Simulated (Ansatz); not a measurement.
**Cost against result**

Saddle point of SiH₄SO, singlet (SiH₄SO ([OH][SiH2][SH]) → SiH₂O ([O][SiH2]) + H₂S (still joined by a long Si–S bond); bonds formed: S2–H4; bonds broken: O3–H4; bonds weakened to dative contacts: Si1–S2), PBE0-D4/def2-TZVP structure:

```tsv
atom	x (Å)	y (Å)	z (Å)
Si1	-0.6853	-0.1310	0.5749
S2	1.5199	0.0173	-0.4279
O3	-1.0244	1.2668	0.0008
H4	0.6202	1.1135	-0.5499
H5	-1.2075	-1.3970	-0.0096
H6	-0.3255	-0.3535	2.0009
H7	1.1025	-0.5161	-1.5891
```

Barriers are electronic and count from the start structure reached by relaxing down the imaginary mode.

Computed with Ansatz 0.2.0 (basis: as named in each row); correlated methods freeze the cores. B3LYP uses VWN-RPA correlation. Extrapolation: Hartree–Fock as exp(−7.88 √X), correlation as X^−2.97.

Times are rough, for one single point on 2 threads of a shared host (Arm Neoverse V1).

The estimate by CCSD(T) at an estimated basis limit (MP2 extrapolated from triple and quadruple zeta, plus CCSD(T) − MP2 in triple zeta) is 227.4 kJ/mol.

```json
{"method": "SPW92", "basis": "def2-TZVPP", "time (s)": "1", "barrier (kJ/mol)": "194.0", "method less estimate": "-33.4"}
{"method": "BLYP-D4", "basis": "def2-TZVPP", "time (s)": "2", "barrier (kJ/mol)": "196.5", "method less estimate": "-30.8"}
{"method": "PBE-D4", "basis": "def2-TZVPP", "time (s)": "2", "barrier (kJ/mol)": "197.2", "method less estimate": "-30.2"}
{"method": "BHLYP-D4", "basis": "def2-TZVPP", "time (s)": "3", "barrier (kJ/mol)": "244.4", "method less estimate": "17.1"}
{"method": "PBE0-D4", "basis": "def2-TZVPP", "time (s)": "3", "barrier (kJ/mol)": "222.3", "method less estimate": "-5.0"}
{"method": "B3LYP-D4", "basis": "def2-TZVPP", "time (s)": "3", "barrier (kJ/mol)": "217.7", "method less estimate": "-9.7"}
{"method": "CAM-B3LYP-D4", "basis": "def2-TZVPP", "time (s)": "3", "barrier (kJ/mol)": "227.2", "method less estimate": "-0.2"}
{"method": "r2SCAN-D4", "basis": "def2-TZVPP", "time (s)": "4", "barrier (kJ/mol)": "214.6", "method less estimate": "-12.8"}
{"method": "B2PLYP", "basis": "def2-TZVPP", "time (s)": "4", "barrier (kJ/mol)": "220.6", "method less estimate": "-6.8"}
{"method": "PBE-QIDH", "basis": "def2-TZVPP", "time (s)": "4", "barrier (kJ/mol)": "232.8", "method less estimate": "5.4"}
{"method": "r2SCAN0-D4", "basis": "def2-TZVPP", "time (s)": "6", "barrier (kJ/mol)": "232.1", "method less estimate": "4.8"}
{"method": "RPA on PBE", "basis": "def2-TZVPP", "time (s)": "6", "barrier (kJ/mol)": "218.7", "method less estimate": "-8.6"}
{"method": "wB97X-V", "basis": "def2-TZVPP", "time (s)": "7", "barrier (kJ/mol)": "230.7", "method less estimate": "3.4"}
{"method": "B97M-V", "basis": "def2-TZVPP", "time (s)": "8", "barrier (kJ/mol)": "222.6", "method less estimate": "-4.8"}
{"method": "wB97M-V", "basis": "def2-TZVPP", "time (s)": "9", "barrier (kJ/mol)": "226.6", "method less estimate": "-0.8"}
{"method": "MP2", "basis": "def2-QZVPP", "time (s)": "19", "barrier (kJ/mol)": "222.1", "method less estimate": "-5.2"}
{"method": "CCSD(T)", "basis": "def2-TZVPP", "time (s)": "32", "barrier (kJ/mol)": "227.5", "method less estimate": "0.2"}
```

All methods are single points on the PBE0-D4 structures.

No T1 diagnostic of these runs exceeds 0.017.

Labels in which every atom is bracketed show which atoms are joined, not bond orders.
